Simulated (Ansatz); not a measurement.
# S₂O₄: geometry at several levels

The task, for S₂O₄: geometry at several levels.

Method: the levels named in each step, in Ansatz 0.2.0.

### Step 1. The system as given

Bond lengths: O1–S2 1.454 Å, S2–O3 1.449 Å, O4–S5 1.424 Å, S5–O6 1.478 Å. Angles: O1–S2–O3 111.3°, O4–S5–O6 112.7°.

As a file:

```xyz
6

O     0.8182   -0.6094   -1.3813
S    -0.0610    0.5485   -1.3801
O    -1.4040    0.1884   -0.9707
O     0.1929   -0.7252    2.4066
S     0.0319   -0.4413    1.0205
O     0.4560    0.9297    0.6652
```

### Step 2. A rough first relaxation, PBE-D4/def2-SVP

input.yaml

```yaml
crystal:
  periodic: [false, false, false]
  atoms:
    - { symbol: O, position_ang: [0.81821, -0.6094, -1.38132] }
    - { symbol: S, position_ang: [-0.06101, 0.5485, -1.38015] }
    - { symbol: O, position_ang: [-1.404, 0.18839, -0.97065] }
    - { symbol: O, position_ang: [0.19288, -0.72522, 2.4066] }
    - { symbol: S, position_ang: [0.0319, -0.44132, 1.02051] }
    - { symbol: O, position_ang: [0.45599, 0.92971, 0.66524] }
basis:
  gaussian: { orbitals: def2-SVP }
hamiltonian:
  xc: pbe
  dispersion: d4
relax:
  f_tol: 0.03
  max_steps: 200
```

Command:

```sh
$ ansatz run input.yaml --threads 4 --pin off --max-ram 10240MiB --backend cpu --events-out ev --progress --plain --runs-dir out
```

The runs that follow: Relaxation, HF/STO-3G; Relaxation, HF/6-31G*; Relaxation, LDA/def2-SVP; Relaxation, PBE-D4/def2-SVP.

**Question.** What will these runs give? Wanted: O1–S2 at PBE-D4/def2-SVP; S2–O3 at PBE-D4/def2-SVP; O4–S5 at PBE-D4/def2-SVP.

The runs gave:

```
                quantity    value
O1–S2 at PBE-D4/def2-SVP  1.484 Å
S2–O3 at PBE-D4/def2-SVP  1.484 Å
O4–S5 at PBE-D4/def2-SVP  1.482 Å
```

In words: The O–S distance spreads over 0.140 Å, from HF/6-31G* (shortest) to HF/STO-3G.
